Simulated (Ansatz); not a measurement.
# How the TA phonon frequency at L of rock-salt MgO moves with the method

No measured value is used here.

| level (code) | value (cm⁻¹) | cell (Å³/atom) |
|---|---|---|
| LDA (Ansatz) | … | 9.00 |
| PBE (Ansatz) | 258 | 9.62 |
| PBEsol (Ansatz) | 271 | 9.36 |
| PBE-D3(BJ) (Ansatz) | 276 | 9.31 |
| r²SCAN (Ansatz) | … | 9.29 |
| B3LYP (VWN-RPA form) (Ansatz) | 263 | 9.42 |
| HSE06 (Ansatz) | 275 | 9.27 |
| LC-ωPBE (Ansatz) | 282 | 9.28 |
| r²SCAN0 (Ansatz) | … | 9.10 |
| Hartree–Fock (Ansatz) | 282 | 9.15 |

Complete the blanks.


- LDA (Ansatz, a quantum-chemistry and plane-wave program), value (cm⁻¹): 284
- r²SCAN (Ansatz), value (cm⁻¹): 279
- r²SCAN0 (Ansatz), value (cm⁻¹): 288

PBE-D3(BJ): the dispersion coefficients are held fixed in the derivatives. Each level is taken at its own relaxed cell. Cutoffs differ between the levels. Ansatz's density-functional and Hartree–Fock values are scalar-relativistic unless marked +SOC, with PAW data made under PBE.
